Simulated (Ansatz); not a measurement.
**NH₃ (singlet): the correlation ladder at scale of all distances = 2.448, 6-31G**

Aim: climb from Hartree-Fock through coupled cluster and multireference methods for NH₃ (singlet) at one geometry and basis, and see what each rung misses.

Method: 6-31G, core rule «outside noble gas», up to 1 orbitals frozen; program: Ansatz 0.2.0, Gaussian basis.

To be run: UHF; CCSD(T) on RHF; CCSD(T) on UHF; BCCD(T) on RHF; CISD; CCSDT(Q) on RHF; CCSDT(Q) on UHF; CISDTQ; CCSDTQ on RHF; CCSDTQ on UHF; CASSCF and MRCISD+Q, 2 electrons in 2 orbitals; CASSCF and NEVPT2, 2 electrons in 2 orbitals; CASSCF and MRCISD+Q, 8 electrons in 7 orbitals; CASSCF and NEVPT2, 8 electrons in 7 orbitals; Full CI.

14 further runs of the same task are left out: 3 for a known fault of the program, 9 that didn't finish, 2 set aside as unsound or not needed.

### 1 The system

The geometry derives from a PBE0/def2-TZVP stationary point (not a proven minimum). All distances are scaled together.

4 atoms, charge 0, spin multiplicity 1.

Atoms are counted from 1 here; the program's logs count them from 0.

No contacts short enough for the rule that draws bonds.

### 2 UHF

Contents of in.yaml:

```yaml
crystal:
  periodic: [false, false, false]
  atoms:
    - {symbol: N, position_ang: [0.000848, -0.000174, -0.163230]}
    - {symbol: H, position_ang: [2.297529, 0.031709, 0.768019]}
    - {symbol: H, position_ang: [-1.181406, 1.978499, 0.747876]}
    - {symbol: H, position_ang: [-1.127903, -2.007790, 0.752403]}
basis:
  gaussian: {orbitals: 6-31G}
magnetization: {spin_polarized: true, initial_magnetization: 0}
hamiltonian: {xc: hf}
output: {orbitals: {seedname: orbitals}}
```

The run is started by

```bash
ansatz run in.yaml --threads 1 --pin off --events-out ev --progress --plain --max-ram 2393MiB
```

The runs that follow: CCSD(T) on RHF; CCSD(T) on UHF; BCCD(T) on RHF; CISD; CCSDT(Q) on RHF; CCSDT(Q) on UHF; CISDTQ; CCSDTQ on RHF; CCSDTQ on UHF; CASSCF and MRCISD+Q, 2 electrons in 2 orbitals; CASSCF and NEVPT2, 2 electrons in 2 orbitals; CASSCF and MRCISD+Q, 8 electrons in 7 orbitals; CASSCF and NEVPT2, 8 electrons in 7 orbitals; Full CI.

**Question.** What will the summary of the whole plan be? Wanted: FCI below the RHF energy; RMP2 from FCI; UMP2 from FCI; RCCSD from FCI; RCCSD(T) from FCI; UCCSD(T) from FCI; RCCSDT(Q) from FCI; UCCSDT(Q) from FCI; NEVPT2 valence from FCI.

**Answer**, as computed:

| quantity | value |
| --- | --- |
| FCI below the RHF energy | -13.5355 eV |
| RMP2 from FCI | +61.72 kcal/mol |
| UMP2 from FCI | +9.12 kcal/mol |
| RCCSD from FCI | -90.98 kcal/mol |
| RCCSD(T) from FCI | -175.47 kcal/mol |
| UCCSD(T) from FCI | +2.41 kcal/mol |
| RCCSDT(Q) from FCI | +188.22 kcal/mol |
| UCCSDT(Q) from FCI | +1.13 kcal/mol |
| NEVPT2 valence from FCI | +7.62 kcal/mol |
| MRCISD+Q valence from FCI | +0.11 kcal/mol |
| levels within 1 kcal/mol (43 meV) | UCCSDTQ, MRCISD valence, MRCISD+Q valence |
| T1 diagnostic | 0.072 |
| effectively unpaired electrons | 5.13 |

**Reading.** RCCSD(T) lands -175.47 kcal/mol from the yardstick (56.2 % of the correlation energy). CCSD(T) misses by -175.47 kcal/mol on the restricted determinant and by +2.41 kcal/mol on the unrestricted one; the two need not hold the same state or core. RCCSD, RCCSD(T), BCCD(T), RCCSDT fall below full CI, which methods that aren't variational can do. With 5.1 effectively unpaired electrons against 0 the state is strongly multireference. Of the multireference levels listed MRCISD+Q valence comes nearest in total energy (+0.11 kcal/mol), which doesn't show that its space is the better one. Coupled cluster took another determinant than the lowest Hartree-Fock one. These misses are within one basis, not against nature.
